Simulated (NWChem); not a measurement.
dimethyl ether (C₂H₆O); SMILES COC

```xyz
9

C      1.1611     0.0000     0.1847
O      0.0000     0.0000    -0.5811
C     -1.1611     0.0000     0.1847
H      1.2330    -0.8952     0.8362
H      1.2330     0.8952     0.8362
H      2.0215     0.0000    -0.4996
H     -1.2330    -0.8952     0.8362
H     -2.0215     0.0000    -0.4996
H     -1.2330     0.8952     0.8362
```
Atoms are numbered in this order, from 1.

Program: NWChem. Pople sets run with spherical d functions. The geometry was optimised at PBE0/def2-SVP. Static field.

For level Hartree-Fock/6-31+G*:

isotropic polarisability (bohr³): 27.5
anisotropy (bohr³): 4.5

What are these values for level PBE/6-31+G*?

The isotropic polarisability (bohr³) comes out as 31.1 and the anisotropy (bohr³) comes out as 6.1.
